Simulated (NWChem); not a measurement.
## Correlation energy of acetamide (C2H5NO)

SMILES: CC(N)=O
```xyz
9

C     -0.7214     1.2063    -0.0013
C      0.1709    -0.0277    -0.0055
N     -0.4991    -1.2212    -0.0224
O      1.3847     0.0352     0.0236
H     -1.1593     1.3490     1.0006
H     -1.5492     1.1214    -0.7231
H     -0.1090     2.0834    -0.2434
H      0.0440    -2.0758     0.0109
H     -1.5077    -1.2830    -0.0355
```
Charge 0, spin multiplicity 1.

The numbers come from NWChem runs, not from measurements. Structure: optimised with B3LYP/def2-SVP, a minimum by its harmonic frequencies. It is one conformer; others weren't searched.

Basis set: 6-31G*. Each correlation energy counts from its own Hartree-Fock reference.

The correlated methods keep 4 core orbitals frozen. The Pople sets run with spherical d functions. No row is a measurement; the coupled-cluster row has its own basis-set and correlation limits.

**Question.** Order these methods by the correlation energy they give, lowest first: MP2, SCS-MP2, CCSD, CCSD+T(CCSD).

**Answer.** CCSD+T(CCSD) (-637.1 mHa), CCSD (-617.5 mHa), MP2 (-588.1 mHa), SCS-MP2 (-573.6 mHa)
